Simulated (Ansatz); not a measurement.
**Several solutions for singlet LiHO**

```xyz
3

Li    0.0000    0.0000   -3.1600
O     0.0000    0.0000    0.0000
H     0.0000    0.0000    0.9500
```

Basis set: def2-SVP (spherical functions). Charge 0, multiplicity 1.

UHF was run from several starts with Ansatz (development build ahead of 0.2.0).

```tsv
run	program	start	converged	energy (hartree)	<S²>
A	Ansatz	stability test followed	yes	-82.69251	0.00
B	Ansatz	search for the lowest state	yes	-82.75150	1.00
C	Ansatz	atomic start, no search	yes	-82.69251	0.00
```

(1) Which runs reached the lowest solution of this kind, and what is wrong with the others?

Results:

(1) B reached the lowest solution found. Converged but too high: A by 1.61 eV, C by 1.61 eV. Convergence only shows a stationary point, and even a stable one can lie too high; stability tests and further starts are what find lower ones. Caution: the unrestricted determinant is a mixture of spin states.
